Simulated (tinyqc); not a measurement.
Inside a calculation (part 3 of 3). Method: CCSD on RHF in the sto-6g basis, for H3O+, spin multiplicity 1. Computed by tinyqc, a small Python program that keeps every step (integrals from PySCF). Command: `OMP_NUM_THREADS=1 python tinyqc.py 26792 26793 out.jsonl` (the two numbers bound the seeds that draw the settings). One thread of a shared host (Intel(R) Xeon(R) Processor @ 2.60GHz), about 0.4 s of CPU time with the checks.

Geometry (angstrom):
```
atom          x          y         z
O      0.000000   0.000000  0.020000
H      1.090000   0.000000  0.000000
H     -0.545000   0.944000  0.000000
H     -0.545000  -0.944000  0.000000
```

## CCSD: convergence

E_corr = 1/4 sum <ij||ab> t_ij^ab + 1/2 sum <ij||ab> t_i^a t_j^b; stop when the norm of the change is below 1e-8.

Course of the amplitude iterations:
```
update  correlation energy (hartree)  norm of the change
0                        -0.05495238                   -
1                        -0.06598802            7.40e-02
2                        -0.06944793            2.74e-02
3                        -0.07141438            1.08e-02
4                        -0.07140115            1.00e-03
5                        -0.07140850            2.73e-04
6                        -0.07140815            6.16e-05
7                        -0.07140833            2.08e-05
8                        -0.07140827            3.66e-06
9                        -0.07140825            6.90e-07
10                       -0.07140826            1.29e-07
11                       -0.07140826            2.03e-08
12                       -0.07140826            1.69e-09
```

Converged amplitudes (spin orbitals 1a, 1b, ...; amplitudes related by a flip of all spins are not repeated; the 24 largest):
```
from      to          t
3a 3b  8a 8b  -0.084885
4a 4b  7a 7b  -0.084884
4a 4b  6a 6b  -0.044020
3a 3b  6a 6b  -0.044012
3a 4b  7b 8a  -0.042364
2a 4b  6a 7b  -0.038398
2a 3b  6a 8b   0.038398
3a 4b  7a 8b   0.026103
5a 5b  6a 6b  -0.025518
2a 4b  6b 7a   0.022630
2a 3b  6b 8a  -0.022630
2a 2b  6a 6b  -0.021034
3a 4b  6a 7b   0.020518
3a 4b  6b 7a  -0.020517
4a 4b  6a 8b  -0.020513
3a 3b  6a 8b   0.020510
2a 2b  7a 7b  -0.017422
2a 2b  8a 8b  -0.017422
3a 3b  7a 7b  -0.016414
4a 4b  8a 8b  -0.016412
3a 4a  7a 8a  -0.016261
2a 4a  6a 7a  -0.015768
2a 3a  6a 8a   0.015768
4a        7a  -0.012443
```

CCSD total energy = -76.07966761 hartree

T1 diagnostic, norm of the one-spin t1 over sqrt(correlated electrons) = 0.006731

Converged in 12 updates, with DIIS from the third.
